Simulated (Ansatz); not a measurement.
`CC(O)(F)CF` + H–F → `CC(O)(F)F` + fluoromethane  (substitution at a C–C bond)

Computed with Ansatz on PBE0-D4/def2-TZVP structures; ΔE is electronic, products minus reactants. CBS: MP2 limit from def2 TZ/QZ plus the TZ coupled-cluster correction, frozen cores. This one scheme is used for every species. Functionals use def2-TZVPP. B3LYP here is the variant with VWN-RPA as its local correlation; programs differ in this. HSE06 is defined as in plane-wave codes. One conformer a species, not always the lowest.

```csv
level,ΔE (kcal/mol),difference from CCSD(T)/CBS
LDA (SPW92),0.2,-2.0
PBE-D4,-0.7,-2.9
revPBE-D4,0.2,-2.0
BLYP-D4,-1.3,-3.5
r2SCAN-D4,-1.8,-4.0
B97M-V,-2.4,-4.6
PBE0-D4,-0.6,-2.8
B3LYP-D4,-1.4,-3.6
r2SCANh-D4,-1.6,-3.8
HSE06-D4,-0.6,-2.8
BHLYP-D4,-1.9,-4.1
CAM-B3LYP-D4,-1.8,-4.0
ωB97X-V,-1.3,-3.5
ωB97M-V,-0.8,-3.0
B2PLYP,-1.4,-3.6
PBE-QIDH,0.0,-2.2
PBE,-1.9,-4.1
BLYP,-3.8,-6.0
r2SCAN,-2.1,-4.3
B3LYP,-3.2,-5.4
r2SCANh,-2.0,-4.2
r2SCAN0,-1.8,-4.0
HSE06,-1.6,-3.8
BHLYP,-3.2,-5.4
CAM-B3LYP,-2.9,-5.1
LC-ωPBE,-1.5,-3.7
RPA@PBE/def2-TZVPP,0.4,-1.8
HF/def2-SVP,-8.5,-10.7
MP2/def2-SVP,-2.6,-4.8
CCSD/def2-SVP,-3.8,-6.0
CCSD(T)/def2-SVP,-3.5,-5.7
HF/def2-TZVPP,-5.9,-8.1
MP2/def2-TZVPP,2.3,0.1
SCS-MP2/def2-TZVPP,0.6,-1.6
CCSD/def2-TZVPP,0.3,-1.9
CCSD(T)/def2-TZVPP,0.9,-1.3
HF/def2-QZVPP,-5.8,-8.0
MP2/def2-QZVPP,3.1,0.9
SCS-MP2/def2-QZVPP,1.4,-0.8
HF/CBS(def2),-5.8,-8.0
CCSD(T)/CBS,2.2,0
```

Largest T1 diagnostic among the species: 0.011.

Leaving LDA and LC-ωPBE aside and taking each functional with its dispersion term where it has one, the values spread over 2.6 kcal/mol, from B97M-V to revPBE-D4. LDA lies +2.1 kcal/mol from PBE without D4. In def2-TZVPP, CCSD(T) changes the Hartree–Fock value by +6.7 kcal/mol (the triples alone add +0.6 kcal/mol) and MP2 by +8.1 kcal/mol.
